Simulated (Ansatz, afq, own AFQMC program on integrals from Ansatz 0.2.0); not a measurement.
## Where AFQMC and coupled cluster stand for GeH₂O, singlet

```json
{"atom": "Ge", "x (Å)": "0.0000", "y (Å)": "0.0000", "z (Å)": "0.2692"}
{"atom": "O", "x (Å)": "0.0000", "y (Å)": "0.0000", "z (Å)": "-1.3631"}
{"atom": "H", "x (Å)": "0.0000", "y (Å)": "1.2866", "z (Å)": "1.1183"}
{"atom": "H", "x (Å)": "0.0000", "y (Å)": "-1.2866", "z (Å)": "1.1183"}
```

Connectivity, by distances: GeH2–O.

Basis cc-pVDZ. Noble-gas cores (and the filled d shells of Ga–Kr and In–Xe) are frozen. Ansatz 0.2.0 and our own AFQMC program on the same integrals; the CISD trial comes from CCSD amplitudes, and released means the phaseless constraint is let go. Free projection: walkers drawn from exp(T), propagated without any constraint. Its projection time is finite, and what remains of the start isn't in its error. Uncertainties: one standard error, sampling alone. No spin–orbit coupling.

Determinant: UHF, the one that the program's search chose, which needn't be the lowest solution. The geometry is a point of a scan.

No full CI on the walks' own integrals is used here; CCSDT(Q) serves as the reference and is uncertain by about the last step of the cluster series.

Cautions: no relativity below Rb; no spin-orbit coupling; inner d shell frozen; higher spins were not checked; an unrestricted solution with more broken spin lies lower (8 meV, ⟨S²⟩ 0.22), while this determinant keeps restricted orbitals; raised T1 diagnostic (T1 0.031, weight of the determinant 0.87, largest double 0.11).

The T1 diagnostic is 0.0306. The weight of the determinant in the CISD state is 0.866, the ⟨S²⟩ of the determinant is 0.000 and the size of the correlated space is 12 electrons in 36 orbitals.

```tsv
level	correlation energy (eV)
MP2	-8.0973
CCSD	-8.3816
CCSD(T)	-8.6970
```

Question: Estimate where free-projection AFQMC lies against CCSD(T) on the same integrals.

Answer: 34.5 ± 29.8 meV below CCSD(T). The gap is under twice the noise, so this walk alone can't tell the two apart.

Reference: CCSDT(Q), correlation energy -8.764 eV. The released energy is read at 2.40 1/Eh (meV from the phaseless value at times in 1/Eh: -15 ± 27 at 0.24, -12 ± 27 at 0.51, -55 ± 27 at 0.99, -20 ± 22 at 1.62, -43 ± 50 at 2.40).

```
         level  E − E(reference) (meV)  share of correlation (%)
       CCSD(T)                    67.0                     99.24
         CCSDT                    46.2                     99.47
   ph-AFQMC/HF            -19.6 ± 91.4                    100.22
 ph-AFQMC/CISD             45.0 ± 26.4                     99.49
released AFQMC              2.3 ± 50.0                     99.97
    free AFQMC             32.5 ± 29.8                     99.63
```

Free projections are given only where their last times agree within the noise and don't stop above the reference; a slow remainder of the start can still hide under it. A walk keeps the symmetry of its determinant, which the program's search chose and which needn't be the lowest solution, so a lower state of the same spin and another symmetry isn't excluded. Released energies are given only where the last usable release times agree within the noise; a slower fall can still hide under it.
